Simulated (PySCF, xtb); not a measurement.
H₂O, SMILES O (connectivity only; charge and spin as stated), charge +1, multiplicity 2.

Harmonic wavenumbers (cm⁻¹) from GFN2-xTB (xtb) at its own minimum, in rising order: 1009, 2957, 2992.

Question: What does PySCF with B3LYP-D3(BJ)/def2-TZVPD give at its own minimum? (An estimate is asked for; the answer gives what the named calculation found.)

Answer: 1439, 3310, 3354. Paired by order, the mean absolute difference is 381 cm⁻¹ and the zero-point energies are 9.9 and 11.6 kcal/mol.
